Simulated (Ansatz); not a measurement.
Wavefunction ladder for `CC1=C(F)C1C`

```xyz
13

C    -0.614   -1.318   -1.397
C    -0.230   -0.794   -0.082
C    -0.254   -0.698    1.196
F    -0.765   -1.108    2.337
C     0.699    0.239    0.607
C     0.433    1.722    0.504
H    -0.995   -0.518   -2.037
H    -1.386   -2.084   -1.307
H     0.250   -1.755   -1.906
H     1.766   -0.007    0.653
H     0.825    2.255    1.374
H    -0.640    1.920    0.441
H     0.912    2.147   -0.383
```

The species carries charge 0 and has multiplicity 1. Geometry: relaxed with PBE0-D4/def2-TZVP. Frozen core, restricted reference, Ansatz 0.2.0. CBS rows extrapolate triple and quadruple zeta; past MP2 they add the triple-zeta difference.

```json
{"basis": "def2-TZVPP", "HF (Eh)": "-292.86452", "MP2 corr.": "-1.07310", "CCSD corr.": "-1.10883", "(T)": "-0.04694", "CCSD(T) total": "-294.02029"}
{"basis": "def2-QZVPP", "HF (Eh)": "-292.87743", "MP2 corr.": "-1.14885", "CCSD corr.": "–", "(T)": "–", "CCSD(T) total": "–"}
{"basis": "CBS(def2)", "HF (Eh)": "-292.87921", "MP2 corr.": "-1.20496", "CCSD corr.": "-1.24068", "(T)": "as TZ", "CCSD(T) total": "-294.16683"}
```
